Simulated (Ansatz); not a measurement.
Correlation energies of C3H4F2O (`CC(F)(F)C=O`) by basis set

Cartesian coordinates in Å:
```
C -0.822 -0.222 0.841
C 0.048 0.503 -0.132
F -0.703 1.177 -1.050
F 0.811 1.440 0.501
C 1.021 -0.365 -0.936
O 1.100 -1.550 -0.819
H -0.204 -0.741 1.573
H -1.466 0.498 1.346
H -1.431 -0.957 0.315
H 1.647 0.218 -1.641
```

Charge 0, multiplicity 1. All single points use the PBE0-D4/def2-TZVP geometry. It is one conformer, not always the lowest. Frozen core, restricted reference, Ansatz 0.2.0. CBS rows extrapolate triple and quadruple zeta; past MP2 they add the triple-zeta difference.

```json
{"basis": "def2-TZVPP", "HF (Eh)": "?", "MP2 corr.": "-1.21206", "CCSD corr.": "-1.23468", "(T)": "?", "CCSD(T) total": "?"}
{"basis": "def2-QZVPP", "HF (Eh)": "-389.84920", "MP2 corr.": "-1.31093", "CCSD corr.": "–", "(T)": "–", "CCSD(T) total": "–"}
{"basis": "CBS(def2)", "HF (Eh)": "?", "MP2 corr.": "-1.38417", "CCSD corr.": "?", "(T)": "as TZ", "CCSD(T) total": "?"}
```

Question: Fill in the withheld values. (Best estimate.)

Answer: Ansatz gave: def2-TZVPP HF (Eh): -389.83213; def2-TZVPP (T): -0.04595; def2-TZVPP CCSD(T) total: -391.11276; CBS(def2) HF (Eh): -389.85155; CBS(def2) CCSD corr.: -1.40679; CBS(def2) CCSD(T) total: -391.30429.
